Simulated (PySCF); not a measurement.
Bond stretch in C₃H₆, SMILES C=CC. The C1–H9 bond (C1 also carries C, H, H; H9 carries nothing else) is stretched with both fragments frozen at the PBE0/def2-TZVP optimised geometry.

Level of theory: unrestricted PBE0/cc-pVDZ (PySCF).

### Question
Relative to R = 1.09 Å, what are the energies at R = 1.06, 1.16, 2.70, 2.92 Å?

### Answer
0.028 eV at 1.06 Å, 0.052 eV at 1.16 Å, 4.714 eV at 2.70 Å, 4.793 eV at 2.92 Å.

The unrestricted determinant behind UKS-PBE0 is spin-contaminated at 2.16 to 3.78 Å (<S²> up to 1.0, against 0.00 for a pure singlet).
